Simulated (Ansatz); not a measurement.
System (SMILES): O (H2O).
Atoms: O1, H2, H3. Bonds: O1-H2, O1-H3.

Basis-set convergence of the harmonic zero-point energy at MP2 with Ansatz (an electronic-structure program). Each level at its own minimum, finite differences of forces, unscaled; the reference is a large set that could be run, not a limit. Cartesian d functions, on some or all atoms, in 6-31G*; all else is spherical. Cores are frozen. Core-valence sets carry the plain set on hydrogen. No added dispersion term, no relativity. Reference: the value in aug-cc-pVQZ, 13.49 kcal/mol, itself unsure by roughly 0.05 kcal/mol (its mean distance from def2-QZVPP, cc-pVQZ, aug-cc-pVTZ). Deviations are taken from unrounded values.

| basis | functions | harmonic zero-point energy (kcal/mol) | minus reference (kcal/mol) |
|---|---|---|---|
| 6-31G* | 19 | 13.47 | -0.02 |
| cc-pVDZ | 24 | 13.58 | 0.09 |
| 6-311G** | 30 | 13.70 | 0.21 |
| 6-311+G** | 34 | 13.60 | 0.11 |
| aug-cc-pVDZ | 41 | 13.38 | -0.11 |
| def2-TZVP | 43 | 13.41 | -0.08 |
| cc-pVTZ | 58 | 13.56 | 0.07 |
| pcseg-2 | 58 | 13.55 | 0.06 |
| def2-TZVPP | 59 | 13.55 | 0.06 |
| cc-pCVTZ | 71 | 13.54 | 0.05 |
| def2-TZVPPD | 74 | 13.49 | 0.00 |
| cc-pVQZ | 115 | 13.54 | 0.05 |
| def2-QZVPP | 117 | 13.54 | 0.05 |
